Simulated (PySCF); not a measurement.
CH2O, SMILES O=C, PBE0/def2-SVP optimised geometry.

```
4

C     -0.24     0.00     0.00
O     -0.88    -1.01     0.00
H      0.88     0.00     0.00
H     -0.71     1.01     0.00
```

Density from PySCF with PBE0/def2-TZVP at that geometry.

Minimum of the electron density along straight lines between bonded atoms, close to the bond critical point (lines longer than 1.1 times the sum of covalent radii, or with two minima, are not listed):

| bond | length / Å | ρ at the minimum / e bohr⁻³ | ∇²ρ there / e bohr⁻⁵ | position (fraction from the first atom) |
|---|---|---|---|---|
| C1–O2 | 1.196 | ? | ? | 0.33 |
| C1–H3 | 1.120 | 0.272 | -0.95 | 0.65 |
| C1–H4 | 1.120 | 0.272 | -0.95 | 0.65 |

Task: Complete the blanks.

Result: 
- C1–O2, ρ at the minimum / e bohr⁻³: 0.431
- C1–O2, ∇²ρ there / e bohr⁻⁵: 0.14
